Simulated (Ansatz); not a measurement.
Born–Oppenheimer molecular dynamics of CH6NO (9 atoms, charge 0, multiplicity 2). It starts at the highest image of a converged band. Of that band: The profile has 2 maxima (images 4, 6) with wells between them (image 5): this band takes more than one step, which may be the mechanism or a detour left from its start path. A vibrational analysis at the climbing image gives one clearly imaginary mode, 1491i cm⁻¹: a first-order saddle point.

All numbers below come from Ansatz, UKS B3LYP-D4/def2-SVP.

| Quantity | Value |
| --- | --- |
| ensemble | NVE (velocity Verlet) |
| time step | 0.5 fs |
| steps asked | 200 |
| starting velocities drawn for | 100 K |
| seed | 8594 |

Frames 5 fs apart, positions in Å, forces in eV/Å.

Velocities at 0.0 fs (Å/ps):

```
H -0.13 12.68 13.58
O 1.32 0.56 2.50
C 0.02 0.97 -0.10
N -1.82 -0.75 -1.32
H -2.40 -2.24 -12.81
H 3.21 -17.15 0.21
H -7.19 -1.71 -8.78
H 0.57 8.05 -16.66
H 10.10 -9.59 4.22
```

```xyz
9
Properties=species:S:1:pos:R:3:forces:R:3 time_fs=0.0 energy_less_start_eV=0.000 T=100
H -0.786 -0.617 0.053 0.00 0.00 0.00
O -0.340 -0.219 -0.948 0.00 0.00 0.00
C 0.363 0.962 -0.741 0.00 0.00 0.00
N -0.687 -1.204 1.147 0.00 0.00 0.00
H 0.401 1.506 -1.704 0.00 0.00 0.00
H -0.116 1.641 -0.005 0.00 0.00 0.00
H 1.417 0.800 -0.430 0.00 0.00 0.00
H 0.044 -0.741 1.703 0.00 0.00 0.00
H -0.295 -2.128 0.925 0.00 0.00 0.00
9
Properties=species:S:1:pos:R:3:forces:R:3 time_fs=5.0 energy_less_start_eV=0.039 T=57
H -0.796 -0.584 0.117 -0.21 -0.63 0.01
O -0.334 -0.216 -0.935 -0.10 -0.08 -0.25
C 0.362 0.965 -0.747 0.05 -0.27 -0.13
N -0.695 -1.210 1.140 0.31 0.54 0.20
H 0.385 1.487 -1.730 -0.07 0.12 0.25
H -0.116 1.599 0.021 0.06 0.36 -0.08
H 1.418 0.791 -0.464 0.16 0.10 0.05
H 0.053 -0.700 1.635 -0.13 -0.14 0.16
H -0.270 -2.125 0.948 -0.08 -0.01 -0.22
9
Properties=species:S:1:pos:R:3:forces:R:3 time_fs=10.0 energy_less_start_eV=-0.058 T=164
H -0.856 -0.686 0.196 -0.45 -0.29 0.27
O -0.329 -0.215 -0.928 0.26 0.28 -1.05
C 0.363 0.963 -0.753 0.22 -0.12 0.73
N -0.698 -1.209 1.135 0.29 -0.31 0.49
H 0.354 1.500 -1.717 -0.05 0.16 -0.16
H -0.101 1.627 0.023 0.19 -0.06 -0.33
H 1.442 0.804 -0.490 -0.28 0.10 -0.09
H 0.042 -0.684 1.607 0.01 0.03 0.24
H -0.264 -2.119 0.925 -0.18 0.21 -0.09
9
Properties=species:S:1:pos:R:3:forces:R:3 time_fs=15.0 energy_less_start_eV=-0.115 T=227
H -1.030 -0.814 0.268 -0.35 0.78 -0.16
O -0.320 -0.209 -0.935 0.23 0.31 -0.87
C 0.367 0.960 -0.751 -0.12 0.31 -0.75
N -0.695 -1.213 1.144 -0.08 -0.84 1.22
H 0.314 1.536 -1.719 0.06 -0.32 0.24
H -0.061 1.662 -0.023 -0.32 0.10 0.43
H 1.435 0.835 -0.529 0.41 -0.13 0.06
H 0.021 -0.666 1.620 -0.12 0.16 -0.23
H -0.281 -2.098 0.880 0.28 -0.38 0.06
9
Properties=species:S:1:pos:R:3:forces:R:3 time_fs=20.0 energy_less_start_eV=-0.163 T=280
H -1.235 -0.813 0.365 0.81 -0.20 1.02
O -0.308 -0.199 -0.954 -0.05 0.03 -0.31
C 0.371 0.962 -0.756 0.35 0.49 0.48
N -0.696 -1.232 1.168 -0.79 -0.65 -0.45
H 0.285 1.524 -1.698 0.09 0.21 -0.49
H -0.068 1.691 -0.007 0.15 -0.60 -0.17
H 1.476 0.846 -0.561 -0.48 0.01 0.01
H -0.015 -0.609 1.594 -0.02 0.05 -0.24
H -0.258 -2.109 0.849 -0.07 0.65 0.15
9
Properties=species:S:1:pos:R:3:forces:R:3 time_fs=25.0 energy_less_start_eV=-0.197 T=318
H -1.360 -0.798 0.584 -0.23 -0.28 -0.62
O -0.297 -0.189 -0.979 -0.12 -0.15 -0.12
C 0.379 0.972 -0.759 -0.26 0.01 -1.18
N -0.706 -1.259 1.195 -0.28 0.85 1.52
H 0.280 1.535 -1.740 0.14 -0.08 0.50
H -0.064 1.621 0.003 -0.21 0.36 0.39
H 1.456 0.853 -0.585 0.47 -0.03 0.16
H -0.057 -0.547 1.516 0.20 -0.18 0.10
H -0.223 -2.048 0.824 0.29 -0.49 -0.74
9
Properties=species:S:1:pos:R:3:forces:R:3 time_fs=30.0 energy_less_start_eV=-0.237 T=362
H -1.478 -0.858 0.695 0.39 -0.43 -0.11
O -0.287 -0.180 -1.006 -0.06 -0.14 -0.12
C 0.385 0.984 -0.777 0.23 -0.28 0.85
N -0.718 -1.280 1.241 0.58 -0.37 -0.17
H 0.301 1.553 -1.713 -0.06 0.47 -0.30
H -0.081 1.591 0.056 0.28 -0.07 -0.54
H 1.488 0.859 -0.581 -0.42 0.07 -0.02
H -0.064 -0.523 1.451 -0.08 -0.18 0.07
H -0.183 -1.989 0.685 -0.86 0.92 0.33
9
Properties=species:S:1:pos:R:3:forces:R:3 time_fs=35.0 energy_less_start_eV=-0.232 T=356
H -1.560 -0.993 0.768 0.33 0.38 0.53
O -0.278 -0.173 -1.034 0.02 0.12 -0.09
C 0.394 0.992 -0.787 -0.04 -0.05 -0.56
N -0.724 -1.303 1.290 -0.55 -0.08 -0.33
H 0.314 1.644 -1.707 -0.05 -0.30 0.36
H -0.060 1.570 0.028 -0.28 0.35 0.24
H 1.469 0.875 -0.575 0.31 -0.09 -0.01
H -0.086 -0.521 1.409 -0.25 0.45 0.21
H -0.263 -1.823 0.561 0.49 -0.78 -0.36
9
Properties=species:S:1:pos:R:3:forces:R:3 time_fs=40.0 energy_less_start_eV=-0.206 T=328
H -1.613 -1.034 0.914 -0.33 0.29 0.30
O -0.268 -0.165 -1.064 0.06 0.37 -0.02
C 0.402 0.998 -0.800 0.04 -0.01 0.61
N -0.728 -1.331 1.330 0.86 -0.06 -1.62
H 0.314 1.692 -1.657 -0.05 -0.07 -0.40
H -0.077 1.602 0.018 0.08 -0.28 -0.16
H 1.488 0.875 -0.573 -0.17 0.01 -0.07
H -0.178 -0.458 1.412 -0.37 -0.36 0.23
H -0.305 -1.742 0.454 -0.13 0.11 1.11
9
Properties=species:S:1:pos:R:3:forces:R:3 time_fs=45.0 energy_less_start_eV=-0.188 T=308
H -1.705 -1.034 1.147 0.77 -0.90 -0.10
O -0.258 -0.151 -1.094 0.03 0.25 0.04
C 0.411 1.004 -0.807 -0.19 0.05 -0.12
N -0.727 -1.358 1.349 -1.65 1.23 0.84
H 0.306 1.711 -1.671 0.08 -0.27 -0.05
H -0.089 1.590 -0.004 0.03 -0.09 0.14
H 1.490 0.876 -0.583 0.01 0.07 0.01
H -0.318 -0.435 1.474 0.67 0.05 0.29
H -0.338 -1.687 0.489 0.25 -0.38 -1.05
9
Properties=species:S:1:pos:R:3:forces:R:3 time_fs=50.0 energy_less_start_eV=-0.218 T=340
H -1.726 -1.182 1.331 -0.71 -0.18 -0.46
O -0.248 -0.134 -1.124 -0.07 -0.22 0.04
C 0.416 1.010 -0.815 -0.20 0.01 -0.22
N -0.738 -1.369 1.374 1.21 0.22 -0.32
H 0.314 1.679 -1.707 0.09 0.00 0.11
H -0.094 1.560 0.002 0.02 0.17 0.08
H 1.493 0.890 -0.591 0.11 0.01 0.04
H -0.342 -0.443 1.591 0.16 -0.52 -0.15
H -0.368 -1.664 0.438 -0.60 0.50 0.88
9
Properties=species:S:1:pos:R:3:forces:R:3 time_fs=55.0 energy_less_start_eV=-0.158 T=275
H -1.790 -1.396 1.438 1.31 0.55 0.09
O -0.238 -0.120 -1.153 -0.11 -0.39 0.09
C 0.418 1.016 -0.824 0.19 0.04 0.47
N -0.743 -1.376 1.400 -1.40 -1.04 0.57
H 0.341 1.652 -1.730 -0.01 0.35 -0.05
H -0.090 1.561 0.017 0.15 0.03 -0.38
H 1.511 0.908 -0.593 -0.30 -0.06 -0.06
H -0.319 -0.515 1.695 -0.21 0.60 0.17
H -0.481 -1.571 0.455 0.37 -0.09 -0.90
```

Of the whole run (100 fs, mean temperature of the second half 261 K): The conserved energy stayed within 0.1 meV per atom of its start (net change -0.074 meV per atom), so the integration is sound. The system heated up, since it started high on the potential surface and ran downhill. A run of 0.1 ps of so small a system gives no equilibrium averages.

Time of the run: 5.4 min on 2 threads of Arm Neoverse V2, with other jobs on the host, peak memory 0.16 GiB.
